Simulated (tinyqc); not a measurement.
LCCD on RHF in the sto-3g basis, frozen core, for CH3+, spin multiplicity 1, step by step (part 2 of 2). Computed by tinyqc, a small Python program that keeps every step (integrals from PySCF). Command: `OMP_NUM_THREADS=1 python tinyqc.py 21436 21437 out.jsonl` (the two numbers bound the seeds that draw the settings). One thread of a shared host (Intel(R) Xeon(R) Processor @ 2.60GHz), about 0.1 s of CPU time with the checks.

Geometry (angstrom):
```
atom          x          y         z
C      0.000000   0.000000  0.006000
H      1.041000   0.000000  0.000000
H     -0.521000   0.902000  0.000000
H     -0.521000  -0.902000  0.000000
```

## Convergence

Stop when the energy changes by less than 1e-10 hartree and every element of the error matrix X^T (F D S - S D F) X is below 3e-06.

Course of the cycle:
```
iteration   E (hartree)     change  largest element of the error matrix
1          -35.92108043          -                             8.70e-01
2          -38.75859364  -2.84e+00                             5.42e-02
3          -38.76263419  -4.04e-03                             8.84e-03
4          -38.76280352  -1.69e-04                             1.88e-03
5          -38.76280946  -5.95e-06                             1.21e-05
6          -38.76280946  -2.54e-10                             8.33e-07
7          -38.76280946  -1.02e-12                             1.90e-08
```

PySCF RHF in the same basis = -38.76280946 hartree

Converged in 7 iterations.

## Integrals over molecular orbitals

coefficients C, order 1C 1s, 1C 2s, 1C 2px, 1C 2py, 1C 2pz, 2H 1s, 3H 1s, 4H 1s:
$$\begin{pmatrix}
0.992809 & -0.235137 & 0.000068 & 0.000000 & -0.001667 & -0.219767 & 0.000000 & -0.000958 \\
0.033485 & 0.714884 & -0.000346 & 0.000000 & 0.008455 & 1.498446 & 0.000000 & 0.007119 \\
0.000005 & 0.000213 & 0.649860 & 0.000000 & 0.000002 & -0.004682 & 0.000000 & 1.139646 \\
0.000000 & 0.000000 & 0.000000 & 0.649913 & 0.000000 & 0.000000 & 1.139013 & 0.000000 \\
-0.000053 & -0.001737 & -0.000002 & 0.000000 & 0.999964 & -0.010693 & 0.000000 & -0.000050 \\
-0.006706 & 0.181653 & 0.399809 & 0.000000 & -0.002642 & -0.785980 & 0.000000 & -1.104126 \\
-0.006700 & 0.181371 & -0.200045 & 0.346357 & -0.002643 & -0.792484 & -0.952602 & 0.546694 \\
-0.006700 & 0.181371 & -0.200045 & -0.346357 & -0.002643 & -0.792484 & 0.952602 & 0.546694
\end{pmatrix}$$

core Hamiltonian H = T + V (hartree), order 1C 1s, 1C 2s, 1C 2px, 1C 2py, 1C 2pz, 2H 1s, 3H 1s, 4H 1s:
$$\begin{pmatrix}
-19.285961 & -4.656708 & -0.000017 & 0.000000 & 0.000321 & -1.319785 & -1.317772 & -1.317772 \\
-4.656708 & -6.188650 & -0.000098 & 0.000000 & 0.003188 & -2.857809 & -2.855198 & -2.855198 \\
-0.000017 & -0.000098 & -5.210937 & 0.000000 & 0.000001 & -2.286210 & 1.142800 & 1.142800 \\
0.000000 & 0.000000 & 0.000000 & -5.210692 & 0.000000 & 0.000000 & -1.978519 & 1.978519 \\
0.000321 & 0.003188 & 0.000001 & 0.000000 & -5.003372 & 0.013997 & 0.013981 & 0.013981 \\
-1.319785 & -2.857809 & -2.286210 & 0.000000 & 0.013997 & -4.022937 & -0.873415 & -0.873415 \\
-1.317772 & -2.855198 & 1.142800 & -1.978519 & 0.013981 & -0.873415 & -4.021231 & -0.872875 \\
-1.317772 & -2.855198 & 1.142800 & 1.978519 & 0.013981 & -0.873415 & -0.872875 & -4.021231
\end{pmatrix}$$

Given earlier and not repeated: Two-electron integrals (ij|kl) in chemists' order.

(pq|rs) = sum C_ip C_jq C_kr C_ls (ij|kl), one index at a time.

one-electron integrals over orbitals h = C^T H C (hartree):
$$\begin{pmatrix}
-19.270450 & 0.376900 & -0.000114 & 0.000000 & 0.003011 & 0.322831 & 0.000000 & 0.001407 \\
0.376900 & -5.118927 & -0.000116 & 0.000000 & -0.001574 & -0.838240 & 0.000000 & -0.003837 \\
-0.000114 & -0.000116 & -4.738283 & 0.000000 & 0.000003 & 0.004346 & 0.000000 & -0.890887 \\
0.000000 & 0.000000 & 0.000000 & -4.737781 & 0.000000 & 0.000000 & -0.890962 & 0.000000 \\
0.003011 & -0.001574 & 0.000003 & 0.000000 & -5.003321 & 0.007393 & 0.000000 & 0.000029 \\
0.322831 & -0.838240 & 0.004346 & 0.000000 & 0.007393 & -3.648962 & 0.000000 & 0.000980 \\
0.000000 & 0.000000 & 0.000000 & -0.890962 & 0.000000 & 0.000000 & -3.887071 & 0.000000 \\
0.001407 & -0.003837 & -0.890887 & 0.000000 & 0.000029 & 0.000980 & 0.000000 & -3.887130
\end{pmatrix}$$

Two-electron integrals over orbitals (pq|rs), unique and non-zero (hartree); the lowest 1 orbital is frozen and left out:
```
(22|22) 0.530331    (32|22) 0.000114    (32|32) 0.123884    (33|22) 0.519256
(33|32) 0.043623    (33|33) 0.560420    (42|42) 0.123785    (43|42) -0.043713
(43|43) 0.041334    (44|22) 0.519143    (44|32) -0.043689   (44|33) 0.477906
(44|44) 0.560420    (52|22) -0.000332   (52|32) 6.26e-09    (52|33) -0.000021
(52|44) -0.000021   (52|52) 0.101014    (53|22) -2.64e-07   (53|32) -0.000040
(53|33) -0.000133   (53|44) 0.000132    (53|52) -0.000023   (53|53) 0.025498
(54|42) -0.000040   (54|43) 0.000133    (54|54) 0.025493    (55|22) 0.560210
(55|32) 0.000010    (55|33) 0.523527    (55|44) 0.523484    (55|52) 0.001621
(55|53) -1.06e-06   (55|55) 0.672835    (62|22) 0.078736    (62|32) -0.000092
(62|33) 0.057635    (62|44) 0.057491    (62|52) -0.000318   (62|53) -1.65e-06
(62|55) 0.129972    (62|62) 0.071488    (63|22) -0.000447   (63|32) -0.025157
(63|33) -0.030484   (63|44) 0.029824    (63|52) -3.04e-06   (63|53) 0.000187
(63|55) -0.000606   (63|62) -0.000504   (63|63) 0.053852    (64|42) -0.025522
(64|43) 0.030288    (64|54) 0.000189    (64|64) 0.054299    (65|22) -0.000988
(65|32) -3.78e-06   (65|33) -0.000502   (65|44) -0.000499   (65|52) 0.073108
(65|53) -0.000105   (65|55) -0.000239   (65|62) -0.001082   (65|63) 3.07e-06
(65|65) 0.059517    (66|22) 0.477064    (66|32) -0.000919   (66|33) 0.477354
(66|44) 0.478159    (66|52) -0.001290   (66|53) 2.46e-06    (66|55) 0.489315
(66|62) 0.034776    (66|63) 0.000229    (66|65) -0.001276   (66|66) 0.472043
(72|42) 0.014855    (72|43) 0.021602    (72|54) 0.000386    (72|64) 0.042735
(72|72) 0.048035    (73|42) 0.050979    (73|43) -0.014043   (73|54) -0.000141
(73|64) -0.026693   (73|72) -0.005057   (73|73) 0.038262    (74|22) 0.084778
(74|32) 0.051001    (74|33) 0.082317    (74|44) 0.054327    (74|52) 0.000731
(74|53) -0.000141   (74|55) 0.121980    (74|62) 0.072537    (74|63) -0.026775
(74|65) -0.000288   (74|66) 0.033361    (74|74) 0.117514    (75|42) 0.000877
(75|43) -0.000324   (75|54) 0.018147    (75|64) -0.000300   (75|72) 0.000130
(75|73) 0.000392    (75|75) 0.017971    (76|42) 0.109521    (76|43) -0.049295
(76|54) -0.000254   (76|64) -0.048638   (76|72) -0.010913   (76|73) 0.058154
(76|75) 0.000808    (76|76) 0.125679    (77|22) 0.504316    (77|32) -0.030670
(77|33) 0.472557    (77|44) 0.541117    (77|52) 0.000113    (77|53) 0.000254
(77|55) 0.510326    (77|62) 0.050666    (77|63) 0.040736    (77|65) -0.000267
(77|66) 0.484836    (77|74) 0.042433    (77|77) 0.554227    (82|22) 0.000363
(82|32) 0.014783    (82|33) -0.021367   (82|44) 0.021875    (82|52) -8.44e-07
(82|53) 0.000386    (82|55) 0.000593    (82|62) 0.000147    (82|63) 0.042704
(82|65) -0.000005   (82|66) 0.000241    (82|74) -0.004731   (82|77) 0.031460
(82|82) 0.048040    (83|22) 0.084677    (83|32) -0.051110   (83|33) 0.054245
(83|44) 0.082454    (83|52) 0.000732    (83|53) 0.000141    (83|55) 0.121960
(83|62) 0.072517    (83|63) 0.026202    (83|65) -0.000284   (83|66) 0.034341
(83|74) 0.045367    (83|77) 0.076632    (83|82) 0.005566    (83|83) 0.117712
(84|42) 0.050870    (84|43) -0.013905   (84|54) -0.000140   (84|64) -0.026457
(84|72) -0.004857   (84|73) 0.033668    (84|75) 0.000390    (84|76) 0.057938
(84|84) 0.038025    (85|22) -3.30e-06   (85|32) 0.000878    (85|33) 0.000320
(85|44) -0.000325   (85|52) 0.000329    (85|53) 0.018147    (85|55) -4.42e-07
(85|62) -0.000005   (85|63) -0.000297   (85|65) 0.000186    (85|66) -0.000012
(85|74) 0.000391    (85|77) -0.000237   (85|82) 0.000130    (85|83) -0.000394
(85|85) 0.017975    (86|22) 0.000008    (86|32) 0.109314    (86|33) 0.048769
(86|44) -0.049047   (86|52) -0.000006   (86|53) -0.000252   (86|55) -0.000044
(86|62) -0.000042   (86|63) -0.047817   (86|65) -0.000008   (86|66) -0.001096
(86|74) 0.057907    (86|77) -0.048357   (86|82) -0.010696   (86|83) -0.058285
(86|85) 0.000806    (86|86) 0.124844    (87|42) -0.030179   (87|43) 0.034118
(87|54) 0.000253    (87|64) 0.040969    (87|72) 0.031177    (87|73) -0.016792
(87|75) -0.000232   (87|76) -0.048087   (87|84) -0.016600   (87|87) 0.041559
(88|22) 0.504435    (88|32) 0.031621    (88|33) 0.541591    (88|44) 0.472139
(88|52) 0.000113    (88|53) -0.000257   (88|55) 0.510409    (88|62) 0.050918
(88|63) -0.041726   (88|65) -0.000269   (88|66) 0.484043    (88|74) 0.077005
(88|77) 0.469949    (88|82) -0.031092   (88|83) 0.041821    (88|85) 0.000241
(88|86) 0.049215    (88|88) 0.555152
```

## LCCD: starting amplitudes

orbital energies (hartree): MO1 -11.615990, MO2 -1.314376, MO3 -0.996697, MO4 -0.996452, MO5 -0.258718, MO6 0.289011, MO7 0.358069, MO8 0.358760

t_ij^ab = <ij||ab> / (e_i + e_j - e_a - e_b), whose energy is MP2.

Starting amplitudes (spin orbitals 1a, 1b, ...; amplitudes related by a flip of all spins are not repeated; the 24 largest):
```
from      to          t
2a 2b  5a 5b  -0.047844
3a 3b  8a 8b  -0.043421
4a 4b  7a 7b  -0.043378
2a 4b  6a 7b  -0.024523
2a 3b  6a 8b  -0.024509
2a 2b  6a 6b  -0.022293
4a 4b  6a 6b  -0.021120
3a 3b  6a 6b  -0.020943
4a 4b  5a 5b  -0.017278
3a 3b  5a 5b  -0.017275
3a 4b  7b 8a   0.016741
2a 4b  6b 7a   0.014448
2a 3b  6b 8a   0.014433
2a 2b  7a 7b  -0.014361
2a 2b  8a 8b  -0.014356
3a 3b  7a 7b  -0.014121
4a 4b  8a 8b  -0.014029
3a 4b  7a 8b  -0.012424
3a 4b  6a 7b   0.010141
3a 4b  6b 7a  -0.010110
2a 3a  6a 8a  -0.010076
2a 4a  6a 7a  -0.010075
4a 4b  6a 8b   0.010019
3a 3b  6a 8b  -0.009921
```

correlation energy = -0.03768407 hartree

## LCCD: amplitude update 1

t_ij^ab D_ij^ab are set to the remaining terms of the spin-orbital equations, evaluated with the old amplitudes; for the doubles these are <ij||ab> + 1/2 <ab||ef> t_ij^ef + 1/2 <mn||ij> t_mn^ab + P(ij)P(ab) <mb||ej> t_im^ae, D the orbital-energy denominators (linear CCD).

Amplitudes after update 1 (spin orbitals 1a, 1b, ...; amplitudes related by a flip of all spins are not repeated; the 24 largest):
```
from      to          t
2a 2b  5a 5b  -0.063881
3a 3b  8a 8b  -0.055816
4a 4b  7a 7b  -0.055763
2a 4b  6a 7b  -0.031259
2a 3b  6a 8b  -0.031232
4a 4b  6a 6b  -0.027133
3a 3b  6a 6b  -0.026892
2a 2b  6a 6b  -0.026150
3a 4b  7b 8a   0.021116
2a 4b  6b 7a   0.020807
2a 3b  6b 8a   0.020778
4a 4b  5a 5b  -0.020713
3a 3b  5a 5b  -0.020708
3a 4b  7a 8b  -0.018282
2a 2b  7a 7b  -0.017102
2a 2b  8a 8b  -0.017098
3a 3b  7a 7b  -0.016241
4a 4b  8a 8b  -0.016116
3a 4b  6a 7b   0.013674
3a 4b  6b 7a  -0.013648
4a 4b  6a 8b   0.013511
3a 3b  6a 8b  -0.013389
2a 3a  6a 8a  -0.010454
2a 4a  6a 7a  -0.010452
```

correlation energy = -0.04837974 hartree

## LCCD: amplitude update 2

As before.

Amplitudes after update 2 (spin orbitals 1a, 1b, ...; amplitudes related by a flip of all spins are not repeated; the 24 largest):
```
from      to          t
2a 2b  5a 5b  -0.069671
3a 3b  8a 8b  -0.059964
4a 4b  7a 7b  -0.059910
2a 4b  6a 7b  -0.033095
2a 3b  6a 8b  -0.033062
4a 4b  6a 6b  -0.029174
3a 3b  6a 6b  -0.028912
2a 2b  6a 6b  -0.027236
2a 4b  6b 7a   0.023199
2a 3b  6b 8a   0.023164
3a 4b  7b 8a   0.022446
3a 4b  7a 8b  -0.020858
4a 4b  5a 5b  -0.020738
3a 3b  5a 5b  -0.020732
2a 2b  7a 7b  -0.017780
2a 2b  8a 8b  -0.017777
3a 3b  7a 7b  -0.016471
4a 4b  8a 8b  -0.016336
3a 4b  6a 7b   0.014794
3a 4b  6b 7a  -0.014773
4a 4b  6a 8b   0.014616
3a 3b  6a 8b  -0.014488
2a 3a  6a 8a  -0.009899
2a 4a  6a 7a  -0.009896
```

correlation energy = -0.05171715 hartree

## LCCD: amplitude update 3

t_ij^ab D_ij^ab are set to the remaining terms of the spin-orbital equations, evaluated with the old amplitudes; for the doubles these are <ij||ab> + 1/2 <ab||ef> t_ij^ef + 1/2 <mn||ij> t_mn^ab + P(ij)P(ab) <mb||ej> t_im^ae, D the orbital-energy denominators (linear CCD). DIIS then mixes the stored amplitudes.

DIIS coefficients: [-0.551813, 1.551813]

Amplitudes after update 3 (spin orbitals 1a, 1b, ...; amplitudes related by a flip of all spins are not repeated; the 24 largest):
```
from      to          t
2a 2b  5a 5b  -0.073157
3a 3b  8a 8b  -0.062303
4a 4b  7a 7b  -0.062250
2a 4b  6a 7b  -0.033933
2a 3b  6a 8b  -0.033898
4a 4b  6a 6b  -0.030258
3a 3b  6a 6b  -0.029987
2a 2b  6a 6b  -0.027860
2a 4b  6b 7a   0.024603
2a 3b  6b 8a   0.024564
3a 4b  7b 8a   0.023163
3a 4b  7a 8b  -0.022557
4a 4b  5a 5b  -0.019795
3a 3b  5a 5b  -0.019788
2a 2b  7a 7b  -0.018034
2a 2b  8a 8b  -0.018032
3a 3b  7a 7b  -0.016390
4a 4b  8a 8b  -0.016250
3a 4b  6a 7b   0.015315
3a 4b  6b 7a  -0.015299
4a 4b  6a 8b   0.015128
3a 3b  6a 8b  -0.014996
2a 3a  6a 8a  -0.009334
2a 4a  6a 7a  -0.009330
```

correlation energy = -0.05344246 hartree

## LCCD: convergence

E_corr = 1/4 sum <ij||ab> t_ij^ab; stop when the norm of the change is below 1e-8.

Course of the amplitude iterations:
```
update  correlation energy (hartree)  norm of the change
0                        -0.03768407                   -
1                        -0.04837974            7.12e-02
2                        -0.05171715            2.43e-02
3                        -0.05344246            9.21e-03
4                        -0.05345138            1.68e-03
5                        -0.05345607            3.38e-04
6                        -0.05345588            5.96e-05
7                        -0.05345557            1.98e-05
8                        -0.05345554            9.40e-07
9                        -0.05345553            3.10e-07
10                       -0.05345553            9.61e-08
11                       -0.05345553            2.37e-08
12                       -0.05345553            6.11e-09
```

Converged amplitudes (spin orbitals 1a, 1b, ...; amplitudes related by a flip of all spins are not repeated; the 24 largest):
```
from      to          t
2a 2b  5a 5b  -0.073766
3a 3b  8a 8b  -0.062446
4a 4b  7a 7b  -0.062394
2a 4b  6a 7b  -0.033900
2a 3b  6a 8b  -0.033866
4a 4b  6a 6b  -0.030255
3a 3b  6a 6b  -0.029985
2a 2b  6a 6b  -0.027932
2a 4b  6b 7a   0.024686
2a 3b  6b 8a   0.024648
3a 4b  7b 8a   0.023205
3a 4b  7a 8b  -0.022748
4a 4b  5a 5b  -0.018603
3a 3b  5a 5b  -0.018597
2a 2b  7a 7b  -0.017962
2a 2b  8a 8b  -0.017959
3a 3b  7a 7b  -0.016301
4a 4b  8a 8b  -0.016162
3a 4b  6a 7b   0.015245
3a 4b  6b 7a  -0.015231
4a 4b  6a 8b   0.015058
3a 3b  6a 8b  -0.014926
2a 3a  6a 8a  -0.009218
2a 4a  6a 7a  -0.009214
```

LCCD total energy = -38.81626499 hartree

Converged in 12 updates, with DIIS from the third.
